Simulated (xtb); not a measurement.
methylamine (CH5N), SMILES NC. All values are semi-empirical tight-binding results from xtb (GFN2-xTB unless named), good for trends rather than for accurate numbers. Geometry: GFN2-xTB.

Optimised geometry:

```xyz
7

C     -0.7030     0.0159     0.0000
N      0.7431    -0.1206     0.0000
H     -1.0988    -0.4837     0.8836
H     -1.0988    -0.4837    -0.8836
H     -1.0617     1.0554     0.0000
H      1.1379     0.3305     0.8187
H      1.1379     0.3305    -0.8187
```
Charge 0, spin multiplicity 1.

```json
{
 "point_group_as_xtb_finds_it": "Cs",
 "orbital_gap": "11.55 eV",
 "dipole_moment": "1.46 D",
 "zero_point_energy": "39.3 kcal/mol",
 "G − E(el) at 298.15 K (modified RRHO)": "24.9 kcal/mol",
 "static polarisability (D4 model)": "26.0 bohr³",
 "solvation energy, GFN2-xTB/ALPB(water)": "-2.4 kcal/mol",
 "solvation energy, GFN2-xTB/ALPB(ch2cl2)": "-2.0 kcal/mol"
}
```

Problem. Give the IR lines (harmonic; lines under 4 % of the strongest left out, lines within 3 cm⁻¹ merged). (Estimate from the structure and the level; the computed values follow.)

Solution. ν (cm⁻¹): 348 (m), 916 (vs), 1104 (w), 1162 (m), 1497 (w), 1573 (m), 2867 (s), 3013 (s), 3384 (w), 3415 (w) (against the strongest line: vs over 80 %, s over 45 %, m over 15 %, w over 4 %, vw less)

Computed atomic charges and the Wiberg bond orders between heavy atoms:
charges (e) C1 -0.02, N2 -0.34, H3 0.04, H4 0.04, H5 0.01, H6 0.14, H7 0.14. Bond orders C1–N2 1.04.
